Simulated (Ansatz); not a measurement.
# C3H4OS: ranking of conformers, by script

Aim: a ranking of conformers, for C3H4OS, run from a script. SMILES: C#COCS.

Computed with Ansatz 0.2.0, driven from Python. Level of theory: MP2/def2-SVP.

### 1 The system

The script builds its own geometries from the SMILES C#COCS.

The script holds or builds the structure itself.

### 2 Script

c3h4os_conformers.py reads:

```python
# -*- coding: utf-8 -*-
"""Conformer energies of C3H4OS."""

import ansatz as az
from rdkit import Chem
from rdkit.Chem import AllChem


def main():
    rd = Chem.AddHs(Chem.MolFromSmiles("C#COCS"))
    ids = list(AllChem.EmbedMultipleConfs(rd, numConfs=20, randomSeed=58, pruneRmsThresh=0.4))
    field = [energy for _, energy in AllChem.MMFFOptimizeMoleculeConfs(rd)]
    distinct = {round(e, 2): i for i, e in zip(ids, field)}
    chosen = sorted(distinct.items())[:4]
    found = []
    for force_field, index in chosen:
        c3h4os = az.Crystal.molecule()
        for atom, xyz in zip(rd.GetAtoms(), rd.GetConformer(index).GetPositions()):
            c3h4os = c3h4os.atom(atom.GetSymbol(), xyz.round(5).tolist())
        calc = (
            c3h4os.calculation()
            .basis(gaussian="def2-SVP")
            .correlation("mp2")
        )
        found.append(calc.run().report["free_energy_ev"])
    print("conformer   MMFF (kcal/mol)   this level (eV)")
    for (force_field, index), e in zip(chosen, found):
        print(f"{index:9d} {force_field - chosen[0][0]:17.2f} {(e - min(found)):17.3f}")


if __name__ == "__main__":
    main()
```

### 3 Launch

Run with:

```sh
> python c3h4os_conformers.py
```

Without the output at hand: what should come out? Wanted: lowest; next above it by.

**Answer**, as computed:

```
        quantity     value
   runs compared         3
          lowest     run 2
next above it by  0.024 eV
```

The structures are force-field minima, not relaxed at this level. Of those tried, run 2 is lowest; run 1 lies 0.024 eV above it. The conformers keep their force-field geometries.
